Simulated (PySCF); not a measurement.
AlCl₃, SMILES [Cl][Al]([Cl])[Cl].

Geometry optimised at B3LYP-D3(BJ)/def2-SVP. The isomer is the one that the SMILES or the coordinates give; other isomers of the formula were not compared.

Two levels are set side by side: TDA-PBE/def2-SVPD (PySCF) and TDA-B3LYP/def2-SVPD (PySCF). Vertical, same geometry. The lowest singlet is HOMO→LUMO 100 % with PBE and HOMO→LUMO 99 % with the other functional; states are paired by order. Differences are taken from unrounded values.

```tsv
quantity	TDA-B3LYP
lowest singlet excitation (eV)	6.23
lowest triplet excitation (TDA) (eV)	5.99
first bright state (f over 0.05) (eV)	7.37
its oscillator strength	0.09
```

### Question
What does TDA-PBE give, and how far is it from TDA-B3LYP? (An estimate is asked for; the answer gives what the named calculation found.)

### Answer

```
quantity                               TDA-PBE  TDA-PBE minus TDA-B3LYP
-------------------------------------  -------  -----------------------
lowest singlet excitation (eV)            5.73                    -0.50
lowest triplet excitation (TDA) (eV)      5.51                    -0.47
first bright state (f over 0.05) (eV)     6.85                    -0.51
its oscillator strength                   0.08                    -0.01
```

Functionals without exact exchange tend to place singlet excitations lower, as here. Differences between two approximate levels are no errors against the true value.

Rough cost on one machine, each run with all the roots and properties that it gave: TDA-B3LYP against TDA-PBE within a factor of 2.
